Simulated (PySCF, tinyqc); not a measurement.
Inside a calculation. Method: RKS/exchange-only LDA in the sto-6g basis, for CH2, spin multiplicity 1. The lowest restricted solution is unstable here: a spin-polarised one lies 0.0171 hartree lower (PySCF). One step of it, computed by the program tinyqc.

Problem. Iteration 1: diagonalisation and new density. Diagonalise F' = X^T F X, C = X C', fill 4 alpha and 4 beta electrons from the bottom; D = 2 C_occ C_occ^T. Each column has its largest component positive (the first on a tie).

Kohn-Sham matrix F (hartree), order 1C 1s, 1C 2s, 1C 2px, 1C 2py, 1C 2pz, 2H 1s, 3H 1s:
```
[[-8.428566, -2.295927, 0.000000, 0.000000, 0.022418, -0.326391, -0.326391],
 [-2.295927, -0.456800, 0.000000, 0.000000, 0.006291, -0.199974, -0.199974],
 [0.000000, 0.000000, 0.601009, 0.000000, 0.000000, 0.000000, 0.000000],
 [0.000000, 0.000000, 0.000000, 0.493274, 0.000000, -0.082226, 0.082226],
 [0.022418, 0.006291, 0.000000, 0.000000, 0.496539, -0.062119, -0.062119],
 [-0.326391, -0.199974, 0.000000, -0.082226, -0.062119, -0.102943, -0.057563],
 [-0.326391, -0.199974, 0.000000, 0.082226, -0.062119, -0.057563, -0.102943]]
```

X, order 1C 1s, 1C 2s, 1C 2px, 1C 2py, 1C 2pz, 2H 1s, 3H 1s:
```
[[1.024827, -0.139162, 0.000000, 0.000000, -0.007664, 0.019217, 0.019217],
 [-0.139162, 1.139545, 0.000000, 0.000000, 0.069800, -0.210115, -0.210115],
 [0.000000, 0.000000, 1.000000, 0.000000, 0.000000, 0.000000, 0.000000],
 [0.000000, 0.000000, 0.000000, 1.082175, 0.000000, -0.180192, 0.180192],
 [-0.007664, 0.069800, 0.000000, 0.000000, 1.041878, -0.126560, -0.126560],
 [0.019217, -0.210115, 0.000000, -0.180192, -0.126560, 1.118915, -0.015378],
 [0.019217, -0.210115, 0.000000, 0.180192, -0.126560, -0.015378, 1.118915]]
```

Give: F' = X^T F X; orbital energies; coefficients C; D after iteration 1.

Solution.

F' = X^T F X (hartree):
```
[[-8.2302, -1.3272, 0.0000, 0.0000, -0.0016, -0.0207, -0.0207],
 [-1.3272, 0.1176, 0.0000, 0.0000, 0.1081, -0.1777, -0.1777],
 [0.0000, 0.0000, 0.6010, 0.0000, 0.0000, 0.0000, 0.0000],
 [0.0000, 0.0000, 0.0000, 0.6389, 0.0000, -0.1932, 0.1932],
 [-0.0016, 0.1081, 0.0000, 0.0000, 0.5727, -0.1380, -0.1380],
 [-0.0207, -0.1777, 0.0000, -0.1932, -0.1380, 0.0224, -0.0185],
 [-0.0207, -0.1777, 0.0000, 0.1932, -0.1380, -0.0185, 0.0224]]
```

orbital energies (hartree): [-8.4367, -0.1494, -0.0652, 0.3286, 0.6010, 0.7214, 0.7449]

coefficients C, order 1C 1s, 1C 2s, 1C 2px, 1C 2py, 1C 2pz, 2H 1s, 3H 1s:
```
[[0.9915, -0.1074, 0.0000, -0.2346, 0.0000, -0.1442, 0.0000],
 [0.0350, 0.2280, 0.0000, 0.9454, 0.0000, 0.6813, 0.0000],
 [0.0000, 0.0000, 0.0000, 0.0000, 1.0000, 0.0000, 0.0000],
 [0.0000, 0.0000, 0.1539, 0.0000, 0.0000, 0.0000, 1.1011],
 [0.0002, 0.0561, 0.0000, -0.4760, 0.0000, 0.9448, 0.0000],
 [-0.0069, 0.5841, 0.6825, -0.2993, 0.0000, -0.4885, -0.4582],
 [-0.0069, 0.5841, -0.6825, -0.2993, 0.0000, -0.4885, 0.4582]]
```

D after iteration 1, order 1C 1s, 1C 2s, 1C 2px, 1C 2py, 1C 2pz, 2H 1s, 3H 1s:
```
[[2.0993, -0.4231, 0.0000, 0.0000, 0.2116, 0.0013, 0.0013],
 [-0.4231, 1.8938, 0.0000, 0.0000, -0.8744, -0.3000, -0.3000],
 [0.0000, 0.0000, 0.0000, 0.0000, 0.0000, 0.0000, 0.0000],
 [0.0000, 0.0000, 0.0000, 0.0474, 0.0000, 0.2101, -0.2101],
 [0.2116, -0.8744, 0.0000, 0.0000, 0.4595, 0.3505, 0.3505],
 [0.0013, -0.3000, 0.0000, 0.2101, 0.3505, 1.7933, -0.0702],
 [0.0013, -0.3000, 0.0000, -0.2101, 0.3505, -0.0702, 1.7933]]
```
